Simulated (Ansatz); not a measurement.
Relaxing NiBi₂

The calculation used DFT r2SCAN, scalar-relativistic, plane waves, PAW in Ansatz. Cutoff 500 eV, Γ-centred k mesh, Gaussian smearing, collinear spin, first started from parallel moments.

A relaxed cell is given with its space group left out.

```
Ni Bi
1.0
     0.00000    4.48536    4.48536
     4.48536    0.00000    4.48536
     4.48536    4.48536    0.00000
Ni Bi
2 4
Direct
  0.00000 0.00000 0.00000
  0.25000 0.25000 0.25000
  0.62500 0.62500 0.62500
  0.12500 0.62500 0.62500
  0.62500 0.62500 0.12500
  0.62500 0.12500 0.62500
```

Energies over the elements count from the elements' standard structures at the same level, with no empirical corrections.

Task: What space group does it have?

Result: Fd-3m (No. 227). Conventional cell: a = 8.971 Å. Ni is coordinated by 12 Bi at 3.72 Å and 4 Ni at 3.88 Å; Bi has 6 Bi at 3.17 Å and 6 Ni at 3.72 Å.

Task: How far does it lie from the elements in energy?

Result: 1.21 eV/atom.

Task: Is it a metal?

Result: Yes, bands cross the Fermi level on the 8×8×8 mesh.

Task: What net moment does it keep?

Result: 0.38 μB per atom, with site moments up to 1.08 μB.

The final run used a 8×8×8 mesh on its 6-atom cell and 0.10 eV smearing. The k mesh leaves about 4 meV/atom of noise in metals. Spin–orbit coupling is left out. The magnetic state reached may not be the lowest. The cell came from a trial start, so NiBi₂ may not exist in this structure.

Cost: 3 runs of about 6 core-minutes in all, on Intel Xeon 6975P-C (Granite Rapids) (shared hosts).